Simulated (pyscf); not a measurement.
Structures and frequencies: ωB97X-D3(BJ)/def2-SVP in PySCF.

Q: Estimate the classical barrier height and the reaction energy of H₂O (SMILES O) + HO–GaH–F (SMILES [OH][GaH][F]) -> HO–Ga(OH)–F (SMILES [OH][Ga]([OH])[F]) + H₂ (SMILES [H][H]) at ωB97M-D3(BJ)/def2-TZVP. The step runs on the singlet surface, breaks H–O, Ga–H and forms Ga–O, H–H; take the separated reactants as zero.

A: ΔE‡ = 17.4 kcal/mol, ΔE = -4.8 kcal/mol. Zero-point energy shifts the barrier by -0.5 kcal/mol. It is a four-centre exchange, with an imaginary mode of 1322i cm⁻¹. On the reactant side the descent ends in an adduct with a Ga–O contact, 18.2 kcal/mol under the separated species and 34.0 kcal/mol under the saddle at ωB97X-D3(BJ)/def2-TZVP. What is counted as formed (Ga–O) is already present as a longer contact in the reactant adduct; forming that adduct is a step of its own. At the saddle there is also a short Ga–H contact that neither side keeps. One saddle was located; it need not be the lowest between these sides. Elements up to Kr have no core potential and no relativistic terms here.
